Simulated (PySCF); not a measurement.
Run record: geometry optimisation, 2,3-hexadiene, `C(=C=CCC)C`.

Method: PBE0-D3(BJ)/def2-SVP geometry optimisation, gas phase (PySCF 2.14.0). Start geometry: GFN2-xTB. The command runs a driver script over a list of jobs; the input below is this job's line of settings and its coordinates in Å.

Command:
```bash
OMP_NUM_THREADS=1 python probes_run.py task.json out
```

Input:
```
{"job": {"xc": "PBE0", "basis": "def2-SVP", "d3": "d3bj", "grid": 1, "shake": 0.01, "kind": "geom"}, "charge": 0, "multiplicity": 1}
C      3.070660    -0.053070     0.507160
C      1.842790     0.711010    -0.002670
C      0.680090     0.162510    -0.257560
C     -0.413120    -0.401760    -0.461220
C     -1.527530    -0.535330     0.572360
C     -2.788480     0.229990     0.159420
H      2.826230    -1.079910     0.657400
H      3.400190     0.408280     1.441670
H      3.867510     0.057010    -0.192250
H      1.982130     1.775870    -0.153600
H     -0.696490    -0.807870    -1.426440
H     -1.761090    -1.586530     0.723800
H     -1.187490    -0.128560     1.525210
H     -3.584820     0.103650     0.913200
H     -2.577140     1.276380     0.056420
H     -3.152500    -0.134040    -0.784670
```

Output:
```
step   0  E = -234.14134033  max force = 0.095645
step   1  E = -234.15157036  max force = 0.014686
step   2  E = -234.15184396  max force = 0.003524
step   3  E = -234.15184187  max force = 0.002369
step   4  E = -234.15186998  max force = 0.000475
step   5  E = -234.15187140  max force = 0.000112
optimisation converged
```

Energies in Eh; «max force» is the largest Cartesian gradient component in Eh/bohr.

Question: Give the first gradient maximum in eV/Å.

Answer: With 1 Eh/bohr = 51.422 eV/Å, 4.918 eV/Å.

Question: How much energy does the optimisation release, in kcal/mol?

Answer: E(step 0) − E(last step) = 0.010531 Eh, which is 6.6 kcal/mol.

Summary of the converged run: final energy -234.15187 Eh after 5 steps; dipole 0.22 D.

Hardware: an AMD EPYC 9R45 with one thread, no GPU, on a shared host. Cost: 19 s, 0.51 GiB resident at most.
Labels such as C1 count atoms from 1, the log's own numbers from 0.
